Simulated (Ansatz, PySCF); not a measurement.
Molecule: acetonitrile, C$_{2}$H$_{3}$N (charge 0, singlet). 
Structure (B3LYP-D3(BJ)/def2-TZVP (Ansatz, a quantum-chemistry and plane-wave program) minimum search):
```xyz
6

C     -0.0055     0.0046    -1.1739
C      0.0013    -0.0011     0.2805
N      0.0067    -0.0056     1.4298
H     -0.0055     1.0296    -1.5454
H      0.8782    -0.5072    -1.5556
H     -0.8946    -0.5041    -1.5473
```
Charge 0, spin multiplicity 1.

Dipole moments at this geometry, in debye (magnitudes).

| level | program | dipole (D) |
|---|---|---|
| BLYP/def2-TZVPD | Ansatz | 3.97 |
| revPBE/def2-TZVPD | Ansatz | 3.95 |
| r2SCAN/def2-TZVPD | Ansatz | 4.07 |
| B3LYP/def2-TZVPD | Ansatz | 4.03 |
| PBE0/def2-TZVPD | Ansatz | … |
| BHLYP/def2-TZVPD | Ansatz | 4.12 |
| r2SCANh/def2-TZVPD | Ansatz | 4.09 |
| PW6B95/def2-TZVPD | PySCF | 4.01 |
| M06-2X/def2-TZVPD | PySCF | 4.03 |
| HSE06/def2-TZVPD | Ansatz | 4.04 |
| CAM-B3LYP/def2-TZVPD | PySCF | 4.08 |
| LC-wPBE/def2-TZVPD | Ansatz | 4.08 |
| CCSD(T)/aug-cc-pVDZ | Ansatz | … |

Complete the blanks.


- PBE0/def2-TZVPD, dipole (D): 4.04
- CCSD(T)/aug-cc-pVDZ, dipole (D): 3.89

Measured: 3.92 D (NIST CCCBDB, as tabulated in the package chemicals), a vibrational average. This is an older compilation, not checked against later work.
